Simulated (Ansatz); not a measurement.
# What a trial cell of Sr relaxes into

The calculation used DFT r2SCAN, scalar-relativistic, plane waves, PAW in Ansatz. Cutoff 500 eV, Γ-centred k mesh, Gaussian smearing, no spin polarisation in the final step.

The start puts Sr on the alpha-gallium structure type (Cmce, No. 64), at a guessed volume.

```xyz
4
Lattice="3.2856 -5.5685 0.0000 3.2856 5.5685 0.0000 0.0000 0.0000 6.5800" Properties=species:S:1:pos:R:3 pbc="T T T"
Sr    3.2856    3.8701    0.5165
Sr    3.2856   -1.6984    2.7735
Sr    3.2856   -3.8701    6.0635
Sr    3.2856    1.6984    3.8065
```

Cell and atoms relax at zero pressure; the relaxation can't lower the symmetry of the start.

Energies count from the standard state of Sr at the same level.

(1) Which crystal results?

(2) What are its volume, energy, density and gap?

Answers

(1) It ends in Fmmm (No. 69). Conventional cell: a = 4.379 Å, b = 6.999 Å, c = 14.858 Å. Around Sr lie 7 Sr at 3.92–4.14 Å, 2 Sr at 4.38 Å and 2 Sr at 4.96 Å.

```xyz
2
Lattice="0.0000 3.4994 7.4290 2.1897 0.0000 7.4290 2.1897 3.4994 0.0000" Properties=species:S:1:pos:R:3 pbc="T T T"
Sr    2.1897    3.4994    1.9591
Sr    2.1897    3.4994   12.8989
```

(2) The volume per atom is 56.93 Å³ and the density is 2.56 g/cm³. The energy over the standard structure is 0.13 eV/atom and the gap on the 8×8×10 mesh is 0 eV (a metal).

The final run used a 8×8×10 mesh on its 4-atom cell and 0.10 eV smearing. The k mesh leaves about 4 meV/atom of noise in metals. Symmetry constrained the relaxation, so the result can be a saddle point.